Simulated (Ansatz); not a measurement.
Ideal-gas functions of H₃PS, SMILES `PS` at 400 K and 1 bar, from an Ansatz frequency run at PBE0-D4/def2-TZVP.

Molar mass 66.06 g/mol, point group Cs (symmetry number 1), electronic degeneracy 1, moments of inertia 5.573, 77.393, 78.69 u Å². Harmonic wavenumbers (cm⁻¹, unscaled): 220, 503, 744, 828, 937, 1137, 2405, 2409, 2715.

Use S(trans) = R[1.5 ln M + 2.5 ln T − 1.1517]; rotational temperatures θ = 24.2544 K / I; S(rot) = R[ln(√π/σ · √(T³/θAθBθC)) + 1.5]; for each mode x = 1.438777 ν̃/T, S = R[x/(eˣ − 1) − ln(1 − e⁻ˣ)] and H = RT x/(eˣ − 1); 1 cm⁻¹ = 0.0119627 kJ/mol; R = 8.31446 J/(mol·K).

Q: By hand: the entropy, in J/(mol·K).

A: Translation 167.2. Rotation: θ = 4.3521, 0.3134, 0.3082 K, giving 95.6. Vibration, mode by mode: 10.47, 4.43, 2.24, 1.76, 1.29, 0.72, 0.01, 0.01, 0.01, in all 20.9. Electronic 0.0. Sum 283.7 J/(mol·K).

Q: By hand: H − E and G − E in kJ/mol, counted from the electronic energy.

A: Zero-point energy ½ × 11898 × 0.0119627 = 71.2; thermal vibration 5.2; translation, rotation and pV give 4 RT = 13.3. H − E = 89.7 kJ/mol, and G − E = 89.7 − 400 × 283.7/1000 = -23.8 kJ/mol.

Vibration gives 7 % of the entropy.
